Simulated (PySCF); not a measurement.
Cartesian coordinates in Å; atom numbers follow the order of the lines, from 1:
```xyz
15

C     1.6761   -0.0169   -0.6282
C     0.8034    0.6461    0.4303
C    -0.3280   -0.2445    0.9228
C    -1.3161   -0.6390   -0.2404
C    -2.1722    0.4010   -0.5063
O    -2.8417    1.2867   -0.6535
H     2.0199   -0.9921   -0.2923
H     1.1595   -0.1321   -1.5814
H     2.5522    0.5969   -0.8165
H     0.4115    1.5935    0.0553
H     1.4247    0.8759    1.2983
H    -0.8769    0.2371    1.7313
H     0.0788   -1.1833    1.2998
H    -0.7028   -0.8891   -1.1208
H    -1.8928   -1.5322    0.0357
```

Total charge +1.

Geometry: GFN2-xTB; GIAO shifts from PySCF, gas phase, non-relativistic, averaged over equivalent atoms.

At PBE0/pcSseg-1 (147 basis functions, 26 s wall time on 1 thread of an Arm Neoverse N1, shared host):
| atoms | δ (ppm) |
| --- | --- |
| C5 | 163.4 |
| C3 | 40.7 |
| C2 | 25.7 |
| C1 | 12.9 |
| C4 | 6.4 |
| O6 | 350.9 |
| H14/H15 | 4.28 |
| H12/H13 | 3.10 |
| H10/H11 | 2.03 |
| H7/H8/H9 | 1.43 |

Chemical shifts δ = σref − σ; 13C (186.93 ppm), 1H (31.72 ppm) vs TMS; 17O (336.08 ppm) against H2O, all at this level.

Q: Estimate the result of repeating the calculation with revPBE/pcSseg-1.

A: 
```
   atoms  δ at revPBE/pcSseg-1  change
      C5                 154.9    -8.5
      C3                  45.3    +4.6
      C2                  29.0    +3.3
      C1                  14.1    +1.2
      C4                   6.5    +0.1
      O6                 343.9    -7.0
 H14/H15                  4.29   +0.01
 H12/H13                  3.27   +0.17
 H10/H11                  2.11   +0.08
H7/H8/H9                  1.43   +0.00
```

Scale: 13C (σref 182.71), 1H (σref 31.77) against TMS; H2O for 17O (σref 334.01) (reference shieldings calculated alike).

The largest change is at C5 (acylium carbon). Cost: 147 basis functions, 32 s wall time on 1 thread of an Intel Xeon, shared host. The order of the carbon signals is the same at both levels.

Unscaled 17O shifts of doubly bonded oxygen tend to come out too high, by tens of ppm or more. Experimental scales use liquid or dissolved standards, which lie at an offset from isolated H2O (liquid H2O: subtract about 36 ppm).
